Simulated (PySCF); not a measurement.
## Magnetic susceptibility: SMILES [BH], BH

Geometry:
```csv
atom,x (Å),y (Å),z (Å)
B1,0.624,-0.001,-0.001
H2,-0.629,0.007,-0.011
```

The calculation used GIAO B3LYP/aug-pcSseg-1 magnetisability, rotational g tensor and spin-rotation constants, non-relativistic, gas phase (PySCF 2.14.0). Geometry: PBE0-D3(BJ)/def2-SVP.

(1) What are the magnetisability and the molar susceptibility?

(2) Split it along the inertial axes a, b, c into diamagnetic and paramagnetic parts about the centre of mass, with the quadrupole moment.

(3) And the rotational g tensor?

Results:

(1) Isotropic 266 × 10⁻³⁰ J/T², or 16.0 × 10⁻⁶ cm³/mol; principal values -200, 498, 498 × 10⁻³⁰ J/T², anisotropy 698 × 10⁻³⁰ J/T² (root of half the summed squared differences of the principal values). The susceptibility is in cgs units.

(2) 
| axis | χ (10⁻⁶ cm³/mol) | diamagnetic (10⁻⁶ cm³/mol) | paramagnetic (10⁻⁶ cm³/mol) | summed x² of all electrons (Å²) | quadrupole Θ (D Å) |
| --- | --- | --- | --- | --- | --- |
| a | -12.0 | -12.0 | 0.0 | 3.5 | -3.50 |
| b | 30.0 | -20.9 | 50.9 | 1.4 | +1.75 |
| c | 30.0 | -20.9 | 50.9 | 1.4 | +1.75 |

Anisotropies 2χaa − χbb − χcc = -84.0 and 2χbb − χaa − χcc = +42.0 × 10⁻⁶ cm³/mol. Θ is traceless in Buckingham's convention.

(3) 
```tsv
axis	rotational constant (GHz)	g	nuclear part	electronic part
b	348.9786	-7.3944	0.9540	-8.3483
c	348.9786	-7.3944	0.9540	-8.3483
```
Linear; isotopes 11B, 1H; no vibrational averaging.
